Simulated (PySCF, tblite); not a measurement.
# CH₆N+: deprotonation, part 2 of 2

tblite 0.8.0 and PySCF 2.14.0. Atoms count from 0.

## 14. Single point (CH₅N): wavefunction

Geometry: PBE0-D3(BJ)/ma-def2-SVP.

The job: settings as JSON, then the geometry in Å.

```
{"job": {"kind": "sp", "xc": "CCSD(T)", "basis": "ma-def2-TZVP", "grid": 2}, "charge": 0, "multiplicity": 1}
C     -0.701078     0.122987    -0.038755
N      0.729620    -0.092851     0.001049
H     -1.163148    -0.578747    -0.750668
H     -1.023546     1.145355    -0.323557
H     -1.137854    -0.097636     0.947845
H      1.186179     0.519092     0.671697
H      1.162253     0.070617    -0.903842
```

Level: wavefunction single point, frozen core, gas phase.

What it wrote:

```text
final grid: 49064 points
cycle   1  E = -95.2318829194  dE =  3.748e-02  |g| = 2.767e-01  |ddm| = 1.549e+00
cycle   2  E = -95.2522454102  dE = -2.036e-02  |g| = 8.374e-02  |ddm| = 2.882e-01
cycle   3  E = -95.2539242550  dE = -1.679e-03  |g| = 3.047e-02  |ddm| = 7.246e-02
cycle   4  E = -95.2541815144  dE = -2.573e-04  |g| = 6.268e-03  |ddm| = 2.226e-02
cycle   5  E = -95.2541960169  dE = -1.450e-05  |g| = 1.744e-03  |ddm| = 7.628e-03
cycle   6  E = -95.2541977745  dE = -1.758e-06  |g| = 6.169e-04  |ddm| = 3.022e-03
cycle   7  E = -95.2541980448  dE = -2.704e-07  |g| = 1.961e-04  |ddm| = 1.278e-03
cycle   8  E = -95.2541980847  dE = -3.989e-08  |g| = 3.828e-05  |ddm| = 5.375e-04
cycle   9  E = -95.2541980861  dE = -1.402e-09  |g| = 8.189e-06  |ddm| = 1.466e-04
converged SCF energy = -95.2541980861
E(HF, exact integrals) = -95.2542123928
E(MP2) = -95.6444104074
E(CCSD) = -95.6705784123
E(CCSD(T)) = -95.6845047013
T1 diagnostic = 0.0085
```

It took 7.1 s on 1 thread of AMD EPYC 9R45, shared host; peak memory 0.8 GiB.

## 15. Deprotonation: CCSD(T)/ma-def2-TZVP

This step combines the energies above: geometries from PBE0-D3(BJ)/ma-def2-SVP, zero-point and thermal terms from PBE0-D3(BJ)/ma-def2-SVP.

The job: settings as JSON, then the geometry in Å.

```
{"job": {"kind": "ac", "geom": {"xc": "PBE0", "basis": "ma-def2-SVP", "d3": "d3bj", "grid": 1}, "hess": 1, "level": {"xc": "CCSD(T)", "basis": "ma-def2-TZVP"}}, "charge": 1, "multiplicity": 1}
C     -0.747514     0.107362    -0.025153
N      0.730410    -0.098877     0.012228
H     -1.180673    -0.577465    -0.763836
H     -0.951580     1.146880    -0.307980
H     -1.157761    -0.101278     0.970037
H      0.977242    -1.056798     0.293933
H      1.189897     0.536808     0.677537
H      1.164016     0.064203    -0.906092
```

Output (the driver's rows laid out field by field):

```text
deprotonation site by site, CCSD(T)/ma-def2-TZVP // PBE0-D3(BJ)/ma-def2-SVP

row 1
  formula                 CH5N
  charge                  0
  multiplicity            1
  smiles                  CN
  kept                    yes
  pieces                  1
  point_group             Cs
  atom                    1
  element                 N
  electronic              934.18
  enthalpy                900.28
  free_energy             865.7
  share_gas               1.0
```

Run time: 16 s. Hardware: 1 thread of AMD EPYC 9R45, shared host; peak memory 0.8 GiB.

Energy needed to remove a proton (kJ/mol, gas phase, 298 K for the thermal columns):

```
site  product  electronic  enthalpy  free energy
  N1       CN       934.2     900.3        865.7
```

## 16. Single point (CH₆N+): wavefunction

Geometry: PBE0-D3(BJ)/ma-def2-SVP.

The job: settings as JSON, then the geometry in Å.

```
{"job": {"kind": "sp", "xc": "MP2", "basis": "ma-def2-TZVP", "grid": 2}, "charge": 1, "multiplicity": 1}
C     -0.747514     0.107362    -0.025153
N      0.730410    -0.098877     0.012228
H     -1.180673    -0.577465    -0.763836
H     -0.951580     1.146880    -0.307980
H     -1.157761    -0.101278     0.970037
H      0.977242    -1.056798     0.293933
H      1.189897     0.536808     0.677537
H      1.164016     0.064203    -0.906092
```

Method: wavefunction single point, frozen core, gas phase.

What it wrote:

```text
final grid: 54432 points
cycle   1  E = -95.5530451414  dE =  4.267e-01  |g| = 4.432e-01  |ddm| = 1.551e+00
cycle   2  E = -95.6061806622  dE = -5.314e-02  |g| = 2.266e-01  |ddm| = 3.763e-01
cycle   3  E = -95.6157386521  dE = -9.558e-03  |g| = 3.626e-02  |ddm| = 1.113e-01
cycle   4  E = -95.6161974547  dE = -4.588e-04  |g| = 7.057e-03  |ddm| = 3.942e-02
cycle   5  E = -95.6162153182  dE = -1.786e-05  |g| = 2.403e-03  |ddm| = 6.161e-03
cycle   6  E = -95.6162173980  dE = -2.080e-06  |g| = 5.410e-04  |ddm| = 2.226e-03
cycle   7  E = -95.6162175541  dE = -1.561e-07  |g| = 1.129e-04  |ddm| = 7.523e-04
cycle   8  E = -95.6162175619  dE = -7.761e-09  |g| = 1.556e-05  |ddm| = 1.790e-04
converged SCF energy = -95.6162175619
E(HF, exact integrals) = -95.6162147989
E(MP2) = -95.9978608280
```

Wall time 0.96 s (1 thread of AMD EPYC 9R45, shared host).

## 17. Single point (CH₅N): wavefunction

Geometry: PBE0-D3(BJ)/ma-def2-SVP.

The job: settings as JSON, then the geometry in Å.

```
{"job": {"kind": "sp", "xc": "MP2", "basis": "ma-def2-TZVP", "grid": 2}, "charge": 0, "multiplicity": 1}
C     -0.701078     0.122987    -0.038755
N      0.729620    -0.092851     0.001049
H     -1.163148    -0.578747    -0.750668
H     -1.023546     1.145355    -0.323557
H     -1.137854    -0.097636     0.947845
H      1.186179     0.519092     0.671697
H      1.162253     0.070617    -0.903842
```

Level: wavefunction single point, frozen core, gas phase.

What it wrote:

```text
final grid: 49064 points
cycle   1  E = -95.2318829194  dE =  3.748e-02  |g| = 2.767e-01  |ddm| = 1.549e+00
cycle   2  E = -95.2522454102  dE = -2.036e-02  |g| = 8.374e-02  |ddm| = 2.882e-01
cycle   3  E = -95.2539242550  dE = -1.679e-03  |g| = 3.047e-02  |ddm| = 7.246e-02
cycle   4  E = -95.2541815144  dE = -2.573e-04  |g| = 6.268e-03  |ddm| = 2.226e-02
cycle   5  E = -95.2541960169  dE = -1.450e-05  |g| = 1.744e-03  |ddm| = 7.628e-03
cycle   6  E = -95.2541977745  dE = -1.758e-06  |g| = 6.169e-04  |ddm| = 3.022e-03
cycle   7  E = -95.2541980448  dE = -2.704e-07  |g| = 1.961e-04  |ddm| = 1.278e-03
cycle   8  E = -95.2541980847  dE = -3.989e-08  |g| = 3.828e-05  |ddm| = 5.375e-04
cycle   9  E = -95.2541980861  dE = -1.402e-09  |g| = 8.189e-06  |ddm| = 1.466e-04
converged SCF energy = -95.2541980861
E(HF, exact integrals) = -95.2542123928
E(MP2) = -95.6444103664
```

Run time: 0.78 s. Hardware: 1 thread of AMD EPYC 9R45, shared host.

## 18. Deprotonation: MP2/ma-def2-TZVP

This step combines the energies above: geometries from PBE0-D3(BJ)/ma-def2-SVP, zero-point and thermal terms from PBE0-D3(BJ)/ma-def2-SVP.

The job: settings as JSON, then the geometry in Å.

```
{"job": {"kind": "ac", "geom": {"xc": "PBE0", "basis": "ma-def2-SVP", "d3": "d3bj", "grid": 1}, "hess": 1, "level": {"xc": "MP2", "basis": "ma-def2-TZVP"}}, "charge": 1, "multiplicity": 1}
C     -0.747514     0.107362    -0.025153
N      0.730410    -0.098877     0.012228
H     -1.180673    -0.577465    -0.763836
H     -0.951580     1.146880    -0.307980
H     -1.157761    -0.101278     0.970037
H      0.977242    -1.056798     0.293933
H      1.189897     0.536808     0.677537
H      1.164016     0.064203    -0.906092
```

Output (the driver's rows laid out field by field):

```text
deprotonation site by site, MP2/ma-def2-TZVP // PBE0-D3(BJ)/ma-def2-SVP

row 1
  formula                 CH5N
  charge                  0
  multiplicity            1
  smiles                  CN
  kept                    yes
  pieces                  1
  point_group             Cs
  atom                    1
  element                 N
  electronic              927.98
  enthalpy                894.09
  free_energy             859.51
  share_gas               1.0
```

Wall time 1.8 s (1 thread of AMD EPYC 9R45, shared host).

Energy needed to remove a proton (kJ/mol, gas phase, 298 K for the thermal columns):

```
site  product  electronic  enthalpy  free energy
  N1       CN       928.0     894.1        859.5
```

## 19. Single point (CH₆N+): HF/ma-def2-TZVP

Geometry: PBE0-D3(BJ)/ma-def2-SVP.

The job: settings as JSON, then the geometry in Å.

```
{"job": {"kind": "sp", "xc": "HF", "basis": "ma-def2-TZVP", "grid": 2}, "charge": 1, "multiplicity": 1}
C     -0.747514     0.107362    -0.025153
N      0.730410    -0.098877     0.012228
H     -1.180673    -0.577465    -0.763836
H     -0.951580     1.146880    -0.307980
H     -1.157761    -0.101278     0.970037
H      0.977242    -1.056798     0.293933
H      1.189897     0.536808     0.677537
H      1.164016     0.064203    -0.906092
```

What it wrote:

```text
final grid: 54432 points
cycle   1  E = -95.5530451414  dE =  4.267e-01  |g| = 4.432e-01  |ddm| = 1.551e+00
cycle   2  E = -95.6061806622  dE = -5.314e-02  |g| = 2.266e-01  |ddm| = 3.763e-01
cycle   3  E = -95.6157386521  dE = -9.558e-03  |g| = 3.626e-02  |ddm| = 1.113e-01
cycle   4  E = -95.6161974547  dE = -4.588e-04  |g| = 7.057e-03  |ddm| = 3.942e-02
cycle   5  E = -95.6162153182  dE = -1.786e-05  |g| = 2.403e-03  |ddm| = 6.161e-03
cycle   6  E = -95.6162173980  dE = -2.080e-06  |g| = 5.410e-04  |ddm| = 2.226e-03
cycle   7  E = -95.6162175541  dE = -1.561e-07  |g| = 1.129e-04  |ddm| = 7.523e-04
cycle   8  E = -95.6162175619  dE = -7.761e-09  |g| = 1.556e-05  |ddm| = 1.790e-04
converged SCF energy = -95.6162175619
```

Wall time 0.18 s (1 thread of AMD EPYC 9R45, shared host).

## 20. Single point (CH₅N): HF/ma-def2-TZVP

Geometry: PBE0-D3(BJ)/ma-def2-SVP.

The job: settings as JSON, then the geometry in Å.

```
{"job": {"kind": "sp", "xc": "HF", "basis": "ma-def2-TZVP", "grid": 2}, "charge": 0, "multiplicity": 1}
C     -0.701078     0.122987    -0.038755
N      0.729620    -0.092851     0.001049
H     -1.163148    -0.578747    -0.750668
H     -1.023546     1.145355    -0.323557
H     -1.137854    -0.097636     0.947845
H      1.186179     0.519092     0.671697
H      1.162253     0.070617    -0.903842
```

What it wrote:

```text
final grid: 49064 points
cycle   1  E = -95.2318829194  dE =  3.748e-02  |g| = 2.767e-01  |ddm| = 1.549e+00
cycle   2  E = -95.2522454102  dE = -2.036e-02  |g| = 8.374e-02  |ddm| = 2.882e-01
cycle   3  E = -95.2539242550  dE = -1.679e-03  |g| = 3.047e-02  |ddm| = 7.246e-02
cycle   4  E = -95.2541815144  dE = -2.573e-04  |g| = 6.268e-03  |ddm| = 2.226e-02
cycle   5  E = -95.2541960169  dE = -1.450e-05  |g| = 1.744e-03  |ddm| = 7.628e-03
cycle   6  E = -95.2541977745  dE = -1.758e-06  |g| = 6.169e-04  |ddm| = 3.022e-03
cycle   7  E = -95.2541980448  dE = -2.704e-07  |g| = 1.961e-04  |ddm| = 1.278e-03
cycle   8  E = -95.2541980847  dE = -3.989e-08  |g| = 3.828e-05  |ddm| = 5.375e-04
cycle   9  E = -95.2541980861  dE = -1.402e-09  |g| = 8.189e-06  |ddm| = 1.466e-04
converged SCF energy = -95.2541980861
```

Run time: 0.16 s. Hardware: 1 thread of AMD EPYC 9R45, shared host.

## 21. Deprotonation: HF/ma-def2-TZVP

This step combines the energies above: geometries from PBE0-D3(BJ)/ma-def2-SVP, zero-point and thermal terms from PBE0-D3(BJ)/ma-def2-SVP.

The job: settings as JSON, then the geometry in Å.

```
{"job": {"kind": "ac", "geom": {"xc": "PBE0", "basis": "ma-def2-SVP", "d3": "d3bj", "grid": 1}, "hess": 1, "level": {"xc": "HF", "basis": "ma-def2-TZVP"}}, "charge": 1, "multiplicity": 1}
C     -0.747514     0.107362    -0.025153
N      0.730410    -0.098877     0.012228
H     -1.180673    -0.577465    -0.763836
H     -0.951580     1.146880    -0.307980
H     -1.157761    -0.101278     0.970037
H      0.977242    -1.056798     0.293933
H      1.189897     0.536808     0.677537
H      1.164016     0.064203    -0.906092
```

Output (the driver's rows laid out field by field):

```text
deprotonation site by site, HF/ma-def2-TZVP // PBE0-D3(BJ)/ma-def2-SVP

row 1
  formula                 CH5N
  charge                  0
  multiplicity            1
  smiles                  CN
  kept                    yes
  pieces                  1
  point_group             Cs
  atom                    1
  element                 N
  electronic              950.48
  enthalpy                916.59
  free_energy             882.01
  share_gas               1.0
```

It took 0.42 s on 1 thread of AMD EPYC 9R45, shared host.

Energy needed to remove a proton (kJ/mol, gas phase, 298 K for the thermal columns):

```
site  product  electronic  enthalpy  free energy
  N1       CN       950.5     916.6        882.0
```

## 22. Results

This closing draws on all 2 parts.

```
                                           quantity                    value
          strongest single infrared mode (GFN2-xTB)    1366 cm⁻¹, 197 km/mol
                       zero-point energy (GFN2-xTB)            47.1 kcal/mol
                                        point group                      C3v
               rotational constants (main isotopes)  84.06, 20.28, 20.28 GHz
ΔH of deprotonation, N1 (wB97X-D3(BJ)/ma-def2-TZVP)             905.6 kJ/mol
     ΔH of deprotonation, N1 (CCSD(T)/ma-def2-TZVP)             900.3 kJ/mol
         ΔH of deprotonation, N1 (MP2/ma-def2-TZVP)             894.1 kJ/mol
          ΔH of deprotonation, N1 (HF/ma-def2-TZVP)             916.6 kJ/mol
```

In words: All 18 modes are real, so the xTB geometry is a minimum. The strongest single mode, at 1366 cm⁻¹, is carried by H6, H7, H5, N1. Unscaled tight-binding wavenumbers are off by several per cent, some by more. Its intensities can rank the bands wrongly. Relaxing lowered the energy by 0.018 eV in 2 steps; the close pair that moved most is C0–H4, from 1.088 to 1.096 Å (PBE0/ma-def2-SVP). The ΔH of deprotonation at N1 is 905.6 kJ/mol at wB97X-D3(BJ)/ma-def2-TZVP; zero-point and thermal terms move it by -33.9 kJ/mol from the electronic value.
